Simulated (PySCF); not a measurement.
Gas-phase reaction: 4 SiH + Cl₂ = 2 SiCl + 2 SiH₂

Computed with PySCF and rigid-rotor harmonic-oscillator thermochemistry at 1 bar. Table values come from the NASA 1993 polynomials. After a fit of one offset per element over all species, the range-separated, M06-2X, PBE0/def2-QZVP and CCSD(T)/def2-TZVPP enthalpies, where run, lie to one side of the table for SiCl (-55 kJ/mol): a fault of the table's entry, another state or a shared error of the levels is possible; this was not checked at source. † marks an energy on the PBE0/def2-TZVP geometry and frequencies; other levels use their own. MP2 and CCSD(T) freeze the core. 6-31G* has spherical d functions here. Open shells (unrestricted): SiH (multiplicity 2, electronic degeneracy 4), SiCl (multiplicity 2, electronic degeneracy 4); the rest are closed-shell singlets. Spin-orbit splitting is ignored; it lowers the true energy and changes the entropy of SiH, SiCl. For this reaction the table lies outside the span of B3LYP, CCSD(T), M06-2X, MP2, PBE0, r2SCAN, ωB97M-V, ωB97X-V in their largest bases here; which side is off was not settled. MP2 isn't extrapolated to the basis-set limit; its ΔH°(298 K) is -638.3 kJ in def2-SVP and -665.6 kJ in def2-TZVPP. CCSD(T) isn't extrapolated to the basis-set limit; its ΔH°(298 K) is -618.6 kJ in def2-SVP and -634.3 kJ in def2-TZVPP. The harmonic model lacks anharmonicity and excited electronic states, which grow with temperature; levels with a mode under 35 cm⁻¹ are left out. The table's entry may be an old estimate for SiH, SiCl, SiH₂ (not checked at source).

ΔH° and ΔS° at 298 K: table -619 kJ, -124 J/K; BLYP/def2-TZVP† -626 kJ, -124 J/K; CCSD(T)/def2-SVP† -619 kJ, -124 J/K; HF/6-31G* -558 kJ, -124 J/K; MP2/def2-TZVPP† -666 kJ, -124 J/K.

Task: With the heat capacities included, give log10 K at 1000, 1200, 1600, 1800, 2500 K for each.

Result: 
```tsv
T (K)	table	BLYP/def2-TZVP†	CCSD(T)/def2-SVP†	HF/6-31G*	MP2/def2-TZVPP†
1000	25.9	26.0	25.7	22.5	28.1
1200	20.5	20.6	20.2	17.6	22.3
1600	13.9	13.7	13.5	11.5	15.0
1800	11.7	11.5	11.3	9.5	12.6
2500	6.8	6.4	6.2	4.9	7.2
```
Ten kJ in ΔG° is worth 0.52 decades in K at 1000 K and 0.21 at 2500 K. Holding ΔH° and ΔS° at their 298 K values would give 6.4 (table), 6.6 (BLYP/def2-TZVP†), 6.4 (CCSD(T)/def2-SVP†) at 2500 K.
